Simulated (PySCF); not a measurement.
Shifts of the heteroatoms

Atom-mapped SMILES (the numbers label the heavy atoms): `[CH2:1]=[N:2][CH:3]1[CH2:4][CH2:5]1`. Hydrogens are named by the atom that carries them. Ha(C1) is cis to C3; Ha(C4), Ha(C5) are cis to N2 on the ring; Hb(C1) is trans to C3; Hb(C4), Hb(C5) are trans to N2 on the ring.

Isolated molecule, averaged over atoms made equivalent by symmetry, fast rotation or ring inversion, single conformer, non-relativistic. GIAO PBE0/pcSseg-1 shieldings; spin–spin couplings from B3LYP/pcJ-1 (spin–dipole term only in couplings to heteroatoms); coordinates at the PBE0-D3(BJ)/def2-SVP level; PySCF 2.14.0 with density-fitted response routines.

Question: What are the 15N shifts?

Answer: 
| atoms | environment | σ (ppm) | δ (ppm) |
| --- | --- | --- | --- |
| N2 | imine nitrogen | -153.8 | -9.6 |

Shieldings were converted by a linear fit to measured shifts: 15N (scatter 7.2 ppm rms vs CH3NO2, solution or neat liquid). A few per cent of atoms miss by over 2 rms, more outside the fitted compound classes. Couplings are scaled by factors fitted to measured values: 2J(H,H) × 0.91 (rms 0.6 Hz), 3J(H,H) × 0.91 (rms 0.4 Hz, 0.5 with 2 outliers); all others are unscaled and can be 10–30 % off.

Couplings (the largest are listed; each averaged over equivalent pairs): 1J(C1,N2) = -7.9 Hz, 2J(N2,Hb(C1)) = -11.4 Hz, 2J(N2,Ha(C1)) = 4.1 Hz, 2J(N2,C4) = -2.4 Hz, 3J(N2,Ha(C4)) = -3.0 Hz, 3J(N2,Hb(C4)) = -1.5 Hz. Signs are for 15N, whose magnetogyric ratio is negative.

On a 300 MHz spectrometer 15N resonates near 30.4 MHz, so 1 ppm is 30.4 Hz.
